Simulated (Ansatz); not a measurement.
**Forces away from equilibrium**

MgClF (SMILES [F][Mg][Cl]), closed shell, displaced at random from a GFN2-xTB minimum.

```
3
angstrom
F -1.5250 0.7010 -0.6798
Mg -0.1898 -0.0892 0.0379
Cl 1.6100 -0.8781 0.8124
```

Ansatz 0.2.0; basis: def2-TZVPP; cores frozen in the correlated methods. The outer core shell of Li, Na, Mg and K is correlated. The def2 sets are not built for correlating such inner shells, so the correlated values are less sure here.

CCSD(T) forces from the calculation:
```
atom      Fx      Fy  Fz (eV/Å)
  F1  -0.748   0.364     -0.347
 Mg2  -0.070   0.053     -0.046
 Cl3   0.818  -0.417      0.393
```

**Question.** Which atom feels the largest CCSD(T) force, and how large is it?

**Answer.** Cl3, 1.00 eV/Å, along (0.82, -0.42, 0.39).

Root-mean-square difference of the force components from those of CCSD(T): PBE0-D4 0.055; wB97M-V 0.059; r2SCAN-D4 0.042; PBE-D4 0.160; HSE06-D4 0.053; r2SCANh-D4 0.053 eV/Å.

No T1 diagnostic of these runs exceeds 0.010.

For scale, one of the runs: CCSD(T)/def2-TZVPP forces, 105 basis functions (an equivalent command: `ansatz run in.yaml --threads 4`). The run took 17 s on 4 CPU threads (shared host), with 0.64 GiB of host memory at its peak.
